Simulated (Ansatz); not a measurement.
Isomers of C4H4N2, relaxed with PBE0-D4/def2-TZVP in Ansatz; electronic energies, one conformer each and not always the lowest. Functionals use def2-TZVPP; CBS adds triple-zeta CCSD(T) − MP2 to the MP2 limit of def2-TZVPP and def2-QZVPP.

(1) Order them by energy at frozen-core CCSD(T)/CBS, lowest first. (Best estimate.)
A. `c1ccnnc1`
B. `N#CCCC#N`
C. `c1cncnc1`
D. `c1cnccn1`

(2) How do PBE0-D4, r2SCAN-D4, B3LYP, ωB97M-V place them (kcal/mol, against `c1cncnc1`)? (Best estimate.)

Results:

(1) C (0.0 kcal/mol), D (4.5 kcal/mol), B (7.1 kcal/mol), A (22.6 kcal/mol).

(2) Ansatz gave: 
```
    isomer  PBE0-D4  r2SCAN-D4  B3LYP  ωB97M-V
`N#CCCC#N`     18.4       16.5   10.8      9.7
`c1cnccn1`      4.4        4.3    4.1      4.7
`c1ccnnc1`     22.6       22.3   22.5     23.2
```

B3LYP here is the variant with VWN-RPA as its local correlation; programs differ in this.
